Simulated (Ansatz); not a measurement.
Molecular dynamics of CH$_{4}$Al$_{2}$

Input:

```yaml
crystal:
  periodic: [false, false, false]
  atoms:
    - { symbol: C, position_ang: [-0.651695, -0.101634, -0.435628] }
    - { symbol: Al, position_ang: [0.069742, 0.957113, 1.066482] }
    - { symbol: Al, position_ang: [1.185758, -0.8073, -0.23563] }
    - { symbol: H, position_ang: [-1.627355, -0.532708, -0.678421] }
    - { symbol: H, position_ang: [-0.377823, 0.631429, -1.240279] }
    - { symbol: H, position_ang: [-0.529829, 1.871361, 2.232023] }
    - { symbol: H, position_ang: [1.992402, -2.086161, -0.754347] }
magnetization:
  spin_polarized: true
basis:
  gaussian: { orbitals: "6-31G*" }
hamiltonian:
  xc: b3lyp
  dispersion: d4
md:
  timestep: 0.5
  n_steps: 150
  ensemble: nvt_langevin
  temperature: 300.0
  initial_velocities: maxwell_boltzmann
  seed: 433283
  friction: 0.02
  masses: [{ species: H, mass: 2.014 }]
```

Launched with:

```bash
$ ansatz run input.yaml --threads 1 --pin off --max-ram 2048MiB --backend cpu --events-out ev --progress --plain --runs-dir out
```

It starts from a relaxed structure.

Output, in part (one step line in 2, the closing report, with atoms numbered from 0):

```
md step     0: t =     0.00 fs  T =   257.1 K  F+E_penalty+E_count = -14294.48778848 eV  E_kin = 0.232668 eV  (36 SCF iters)
md step     2: t =     1.00 fs  T =   236.3 K  F+E_penalty+E_count = -14294.48118117 eV  E_kin = 0.213791 eV  (27 SCF iters)
md step     4: t =     2.00 fs  T =   219.0 K  F+E_penalty+E_count = -14294.46602563 eV  E_kin = 0.198172 eV  (27 SCF iters)
md step     6: t =     3.00 fs  T =   220.3 K  F+E_penalty+E_count = -14294.45384651 eV  E_kin = 0.199333 eV  (27 SCF iters)
md step     8: t =     4.00 fs  T =   212.9 K  F+E_penalty+E_count = -14294.45205917 eV  E_kin = 0.192617 eV  (28 SCF iters)
md step    10: t =     5.00 fs  T =   214.5 K  F+E_penalty+E_count = -14294.45679112 eV  E_kin = 0.194042 eV  (28 SCF iters)
md step    12: t =     6.00 fs  T =   257.2 K  F+E_penalty+E_count = -14294.45851806 eV  E_kin = 0.232737 eV  (28 SCF iters)
md step    14: t =     7.00 fs  T =   310.0 K  F+E_penalty+E_count = -14294.45074066 eV  E_kin = 0.280515 eV  (27 SCF iters)
md step    16: t =     8.00 fs  T =   289.3 K  F+E_penalty+E_count = -14294.43246245 eV  E_kin = 0.261731 eV  (28 SCF iters)
md step    18: t =     9.00 fs  T =   257.1 K  F+E_penalty+E_count = -14294.41007231 eV  E_kin = 0.232662 eV  (29 SCF iters)
md step    20: t =    10.00 fs  T =   195.6 K  F+E_penalty+E_count = -14294.39469280 eV  E_kin = 0.176964 eV  (28 SCF iters)
md step    22: t =    11.00 fs  T =   175.7 K  F+E_penalty+E_count = -14294.39258863 eV  E_kin = 0.158944 eV  (28 SCF iters)
md step    24: t =    12.00 fs  T =   191.0 K  F+E_penalty+E_count = -14294.39755179 eV  E_kin = 0.172827 eV  (29 SCF iters)
md step    26: t =    13.00 fs  T =   203.7 K  F+E_penalty+E_count = -14294.39400988 eV  E_kin = 0.184305 eV  (28 SCF iters)
md step    28: t =    14.00 fs  T =   218.2 K  F+E_penalty+E_count = -14294.38457194 eV  E_kin = 0.197475 eV  (27 SCF iters)
md step    30: t =    15.00 fs  T =   185.9 K  F+E_penalty+E_count = -14294.37686689 eV  E_kin = 0.168231 eV  (28 SCF iters)
md step    32: t =    16.00 fs  T =   177.5 K  F+E_penalty+E_count = -14294.37402054 eV  E_kin = 0.160610 eV  (28 SCF iters)
md step    34: t =    17.00 fs  T =   138.8 K  F+E_penalty+E_count = -14294.37222224 eV  E_kin = 0.125620 eV  (27 SCF iters)
md step    36: t =    18.00 fs  T =   166.6 K  F+E_penalty+E_count = -14294.37266017 eV  E_kin = 0.150748 eV  (28 SCF iters)
md step    38: t =    19.00 fs  T =   176.1 K  F+E_penalty+E_count = -14294.37117670 eV  E_kin = 0.159350 eV  (28 SCF iters)
md step    40: t =    20.00 fs  T =   180.4 K  F+E_penalty+E_count = -14294.36330852 eV  E_kin = 0.163272 eV  (28 SCF iters)
md step    42: t =    21.00 fs  T =   175.4 K  F+E_penalty+E_count = -14294.35328030 eV  E_kin = 0.158710 eV  (27 SCF iters)
md step    44: t =    22.00 fs  T =   174.2 K  F+E_penalty+E_count = -14294.34906637 eV  E_kin = 0.157585 eV  (28 SCF iters)
md step    46: t =    23.00 fs  T =   196.6 K  F+E_penalty+E_count = -14294.35821888 eV  E_kin = 0.177903 eV  (28 SCF iters)
md step    48: t =    24.00 fs  T =   168.9 K  F+E_penalty+E_count = -14294.37190754 eV  E_kin = 0.152795 eV  (28 SCF iters)
md step    50: t =    25.00 fs  T =   190.1 K  F+E_penalty+E_count = -14294.38309471 eV  E_kin = 0.171978 eV  (28 SCF iters)
md step    52: t =    26.00 fs  T =   198.8 K  F+E_penalty+E_count = -14294.39623020 eV  E_kin = 0.179868 eV  (28 SCF iters)
md step    54: t =    27.00 fs  T =   221.9 K  F+E_penalty+E_count = -14294.41298368 eV  E_kin = 0.200807 eV  (28 SCF iters)
md step    56: t =    28.00 fs  T =   260.2 K  F+E_penalty+E_count = -14294.42811509 eV  E_kin = 0.235453 eV  (28 SCF iters)
md step    58: t =    29.00 fs  T =   251.1 K  F+E_penalty+E_count = -14294.43534224 eV  E_kin = 0.227232 eV  (27 SCF iters)
md step    60: t =    30.00 fs  T =   259.8 K  F+E_penalty+E_count = -14294.43087104 eV  E_kin = 0.235058 eV  (28 SCF iters)
md step    62: t =    31.00 fs  T =   278.4 K  F+E_penalty+E_count = -14294.42007710 eV  E_kin = 0.251937 eV  (28 SCF iters)
md step    64: t =    32.00 fs  T =   239.9 K  F+E_penalty+E_count = -14294.40920853 eV  E_kin = 0.217109 eV  (26 SCF iters)
md step    66: t =    33.00 fs  T =   181.7 K  F+E_penalty+E_count = -14294.40108240 eV  E_kin = 0.164436 eV  (26 SCF iters)
md step    68: t =    34.00 fs  T =   160.4 K  F+E_penalty+E_count = -14294.39505870 eV  E_kin = 0.145155 eV  (26 SCF iters)
md step    70: t =    35.00 fs  T =   125.5 K  F+E_penalty+E_count = -14294.39572013 eV  E_kin = 0.113541 eV  (26 SCF iters)
md step    72: t =    36.00 fs  T =   131.9 K  F+E_penalty+E_count = -14294.39809738 eV  E_kin = 0.119375 eV  (26 SCF iters)
md step    74: t =    37.00 fs  T =   148.2 K  F+E_penalty+E_count = -14294.39495088 eV  E_kin = 0.134079 eV  (28 SCF iters)
md step    76: t =    38.00 fs  T =   159.8 K  F+E_penalty+E_count = -14294.38624890 eV  E_kin = 0.144583 eV  (29 SCF iters)
md step    78: t =    39.00 fs  T =   133.8 K  F+E_penalty+E_count = -14294.38094787 eV  E_kin = 0.121048 eV  (27 SCF iters)
md step    80: t =    40.00 fs  T =   143.0 K  F+E_penalty+E_count = -14294.38435829 eV  E_kin = 0.129347 eV  (27 SCF iters)
md step    82: t =    41.00 fs  T =   152.9 K  F+E_penalty+E_count = -14294.39510179 eV  E_kin = 0.138363 eV  (28 SCF iters)
md step    84: t =    42.00 fs  T =   172.6 K  F+E_penalty+E_count = -14294.41051627 eV  E_kin = 0.156134 eV  (27 SCF iters)
md step    86: t =    43.00 fs  T =   174.6 K  F+E_penalty+E_count = -14294.42483990 eV  E_kin = 0.157983 eV  (30 SCF iters)
md step    88: t =    44.00 fs  T =   174.5 K  F+E_penalty+E_count = -14294.43203614 eV  E_kin = 0.157931 eV  (28 SCF iters)
md step    90: t =    45.00 fs  T =   155.2 K  F+E_penalty+E_count = -14294.43151786 eV  E_kin = 0.140455 eV  (28 SCF iters)
md step    92: t =    46.00 fs  T =   154.3 K  F+E_penalty+E_count = -14294.42328275 eV  E_kin = 0.139595 eV  (28 SCF iters)
md step    94: t =    47.00 fs  T =   117.4 K  F+E_penalty+E_count = -14294.41439997 eV  E_kin = 0.106237 eV  (28 SCF iters)
md step    96: t =    48.00 fs  T =   132.2 K  F+E_penalty+E_count = -14294.40653615 eV  E_kin = 0.119623 eV  (28 SCF iters)
md step    98: t =    49.00 fs  T =   132.0 K  F+E_penalty+E_count = -14294.39492508 eV  E_kin = 0.119479 eV  (27 SCF iters)
md step   100: t =    50.00 fs  T =   103.3 K  F+E_penalty+E_count = -14294.38046127 eV  E_kin = 0.093470 eV  (28 SCF iters)
md step   102: t =    51.00 fs  T =    89.0 K  F+E_penalty+E_count = -14294.36702688 eV  E_kin = 0.080485 eV  (28 SCF iters)
md step   104: t =    52.00 fs  T =    66.4 K  F+E_penalty+E_count = -14294.35469646 eV  E_kin = 0.060065 eV  (28 SCF iters)
md step   106: t =    53.00 fs  T =    98.7 K  F+E_penalty+E_count = -14294.34464870 eV  E_kin = 0.089301 eV  (27 SCF iters)
md step   108: t =    54.00 fs  T =   101.6 K  F+E_penalty+E_count = -14294.33957441 eV  E_kin = 0.091931 eV  (29 SCF iters)
md step   110: t =    55.00 fs  T =   115.0 K  F+E_penalty+E_count = -14294.34315160 eV  E_kin = 0.104022 eV  (27 SCF iters)
md step   112: t =    56.00 fs  T =   140.5 K  F+E_penalty+E_count = -14294.35194158 eV  E_kin = 0.127145 eV  (29 SCF iters)
md step   114: t =    57.00 fs  T =   177.3 K  F+E_penalty+E_count = -14294.36661211 eV  E_kin = 0.160407 eV  (27 SCF iters)
md step   116: t =    58.00 fs  T =   212.1 K  F+E_penalty+E_count = -14294.37777285 eV  E_kin = 0.191911 eV  (28 SCF iters)
md step   118: t =    59.00 fs  T =   184.1 K  F+E_penalty+E_count = -14294.38249541 eV  E_kin = 0.166576 eV  (27 SCF iters)
md step   120: t =    60.00 fs  T =   184.5 K  F+E_penalty+E_count = -14294.38729845 eV  E_kin = 0.166900 eV  (27 SCF iters)
md step   122: t =    61.00 fs  T =   233.7 K  F+E_penalty+E_count = -14294.39185808 eV  E_kin = 0.211425 eV  (28 SCF iters)
md step   124: t =    62.00 fs  T =   241.5 K  F+E_penalty+E_count = -14294.39062497 eV  E_kin = 0.218497 eV  (28 SCF iters)
md step   126: t =    63.00 fs  T =   275.6 K  F+E_penalty+E_count = -14294.38597880 eV  E_kin = 0.249331 eV  (28 SCF iters)
md step   128: t =    64.00 fs  T =   254.9 K  F+E_penalty+E_count = -14294.37791063 eV  E_kin = 0.230675 eV  (28 SCF iters)
md step   130: t =    65.00 fs  T =   258.0 K  F+E_penalty+E_count = -14294.36313954 eV  E_kin = 0.233409 eV  (28 SCF iters)
md step   132: t =    66.00 fs  T =   247.7 K  F+E_penalty+E_count = -14294.34487828 eV  E_kin = 0.224104 eV  (28 SCF iters)
md step   134: t =    67.00 fs  T =   195.4 K  F+E_penalty+E_count = -14294.32491304 eV  E_kin = 0.176799 eV  (28 SCF iters)
md step   136: t =    68.00 fs  T =   195.1 K  F+E_penalty+E_count = -14294.31008675 eV  E_kin = 0.176537 eV  (28 SCF iters)
md step   138: t =    69.00 fs  T =   201.2 K  F+E_penalty+E_count = -14294.30470338 eV  E_kin = 0.182072 eV  (27 SCF iters)
md step   140: t =    70.00 fs  T =   238.9 K  F+E_penalty+E_count = -14294.30278166 eV  E_kin = 0.216203 eV  (28 SCF iters)
md step   142: t =    71.00 fs  T =   273.4 K  F+E_penalty+E_count = -14294.30599922 eV  E_kin = 0.247373 eV  (27 SCF iters)
md step   144: t =    72.00 fs  T =   285.5 K  F+E_penalty+E_count = -14294.31056508 eV  E_kin = 0.258310 eV  (27 SCF iters)
md step   146: t =    73.00 fs  T =   302.3 K  F+E_penalty+E_count = -14294.31272012 eV  E_kin = 0.273492 eV  (28 SCF iters)
md step   148: t =    74.00 fs  T =   295.9 K  F+E_penalty+E_count = -14294.31616824 eV  E_kin = 0.267720 eV  (28 SCF iters)
md step   150: t =    75.00 fs  T =   296.1 K  F+E_penalty+E_count = -14294.32561789 eV  E_kin = 0.267910 eV  (35 SCF iters)
Total energy: -14294.32588652 eV, -525.3067872874 hartree
Atom 0 at    -0.759195    -0.251541    -0.268324 Å, force     1.228519     0.633039     0.156724 eV/Å
Atom 1 at     0.138685     1.012495     0.987394 Å, force    -0.049290    -0.024717    -0.203556 eV/Å
Atom 2 at     1.205120    -0.863915    -0.221954 Å, force    -1.053383     0.763480     0.314631 eV/Å
Atom 3 at    -1.751235    -0.725710    -0.281011 Å, force     0.225319     0.275292    -0.425559 eV/Å
Atom 4 at    -0.458919     0.369443    -1.211154 Å, force    -0.720300    -0.630437     0.673509 eV/Å
Atom 5 at    -0.085904     2.153488     2.124892 Å, force    -0.075402    -0.318319    -0.220139 eV/Å
Atom 6 at     1.816754    -2.153216    -0.797159 Å, force     0.444539    -0.698338    -0.295610 eV/Å
Dipole moment:    -0.051019    -0.007332     0.025953 e Å
```

All steps were run. The mean temperature of the second half is 39 % below the set value. A run of 0.075 ps of so small a system gives no equilibrium averages.

The same pairs are bonded in the first frame and the last. Pairs count as bonded within 1.25 times the sum of covalent radii (0.12 Å more for H–H).

Last frame:

```xyz
7
Properties=species:S:1:pos:R:3
C -0.759 -0.252 -0.268
Al 0.139 1.012 0.987
Al 1.205 -0.864 -0.222
H -1.751 -0.726 -0.281
H -0.459 0.369 -1.211
H -0.086 2.154 2.125
H 1.817 -2.153 -0.797
```

Time of the run: 4.5 min on 1 thread of Intel(R) Xeon(R) 6975P-C (Granite Rapids), on a shared host, peak memory 0.17 GiB.
